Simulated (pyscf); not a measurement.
Concerted two-bond exchange: `[FH]` + `[F][SiH][F]` [doublet] → `[F][SiH][F]` [doublet] + `[FH]`

Gas phase, doublet surface, charge 0. Bonds broken: F1–H4, Si2–F6. Bonds formed: F1–Si2, H4–F6. Structures and frequencies: ωB97X-D3(BJ)/def2-SVP in PySCF. MP2 and CC: frozen core, UHF for open shells. ΔMP2 is the change of the MP2 total energy from the triple- to the quadruple-zeta basis.

Transition state (Å):

```xyz
6

F      0.1692     0.6467     0.6281
Si    -1.4026    -0.2923     0.0742
F     -0.7253    -1.3020    -0.9971
H     -0.1614     1.2650    -0.1972
H     -1.3401    -1.0497     1.3917
F     -1.1360     1.2450    -0.9612
```

One imaginary mode, 548i cm⁻¹; descent along it reached the two sides named.

| bond | change | reactant side (Å) | saddle | product side |
|---|---|---|---|---|
| F1–H4 | breaks | 0.929 | 1.083 | 1.891 |
| Si2–F6 | breaks | 1.644 | 1.873 | 2.8 |
| F1–Si2 | forms | 3.0 | 1.913 | 1.647 |
| H4–F6 | forms | 1.885 | 1.238 | 0.930 |

Electronic energies relative to the separated reactants (kJ/mol):

```
level                             barrier  reaction energy  reverse barrier
--------------------------------  -------  ---------------  ---------------
ωB97X-D3(BJ)/def2-TZVP               94.3              0.0             94.3
PBE/def2-TZVP                        72.3              0.0             72.3
r²SCAN/def2-TZVP                     79.7              0.0             79.7
B3LYP-D3(BJ)/def2-TZVP               92.9              0.0             92.9
PBE0-D3(BJ)/def2-TZVP                86.2              0.0             86.2
M06-2X/def2-TZVP                     93.4              0.0             93.4
ωB97M-D3(BJ)/def2-TZVP               89.0              0.0             89.0
HF/def2-TZVP                        165.7              0.0            165.7
MP2/def2-QZVPP                      105.3              0.0            105.3
CCSD/def2-TZVPP                     115.0              0.0            115.0
CCSD(T)/def2-TZVPP                  105.1              0.0            105.1
CCSD(T)/def2-TZVPP + ΔMP2(QZVPP)    106.2              0.0            106.2
```

With CCSD(T)/def2-TZVPP + ΔMP2(QZVPP) energies and thermal terms (ideal gas, 1 atm, RRHO with modes under 100 cm⁻¹ raised to 100, one conformer, R ln 2 for chiral ones without a mode under 150 cm⁻¹), in kJ/mol:

| T (K) | ΔH‡ | ΔG‡ | ΔH | ΔG |
|---|---|---|---|---|
| 298 | 102.2 | 145.4 | 0.0 | 0.0 |
| 600 | 100.5 | 190.2 | 0.0 | 0.0 |
| 900 | 101.1 | 235.0 | 0.0 | 0.0 |
| 1200 | 102.7 | 279.4 | 0.0 | 0.0 |

The same reactants have a lower exit, to F–SiH(F)–F + H• (barrier +64.1 kJ/mol at ωB97M-D3(BJ), against +89.0 kJ/mol here). This is the saddle that the search found; another between the same sides may lie lower. The CCSD(T) − MP2 part came from Ansatz, without density fitting, on the same reference.
